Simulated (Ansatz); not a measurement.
# Worked example: correlation energy of Ge–AsH2⁺, triplet

Geometry: that of the Ge–AsH2, quartet, kept fixed.

```xyz
4

Ge    0.0238    0.0000    1.3085
As   -0.0491    0.0000   -1.2267
H     0.9651    1.0935   -1.5596
H     0.9651   -1.0935   -1.5596
```

Basis cc-pVTZ; Ansatz 0.2.0. Only valence electrons are correlated (noble-gas cores and the filled d shells of p-block atoms frozen), which leaves 10 electrons in 86 orbitals. Prefix R: restricted or restricted open-shell reference; prefix U: unrestricted. No spin–orbit coupling is included, and no scalar relativity.

Full CI isn't at hand for all of this; UCCSDT(Q) serves as the reference, and is uncertain by about the last step of the cluster series.

Runs differ by some tens of microhartree through their thresholds and, for an open shell, their frozen cores, so steps under 0.03 kcal/mol mean nothing.

| level | total energy (hartree) |
| --- | --- |
| UHF | -4310.507547 |
| UMP2 | -4310.685141 |
| UCCSD | -4310.721716 |
| UCCSD(T) | -4310.730102 |
| UCCSDT | -4310.731606 |
| UCCSDT(Q) | -4310.732023 |

What is the correlation energy at UCCSDT(Q), and what share of it do UMP2 and UCCSD recover?

E(corr) = -4310.732023 − (-4310.507547) = -0.224476 hartree = -6.108 eV. UMP2: -0.177594 / -0.224476 = 79.11 %. UCCSD: -0.214169 / -0.224476 = 95.41 %.

By how many kcal/mol does UCCSD(T) miss UCCSDT(Q) (1 hartree = 627.509 kcal/mol), and which steps make up the rest?

-4310.730102 − (-4310.732023) = 0.001921 hartree = 1.21 kcal/mol. Steps: UCCSDT − UCCSD(T) = -0.94, UCCSDT(Q) − UCCSDT = -0.26 kcal/mol. Differences between like states or geometries often cancel part of this.
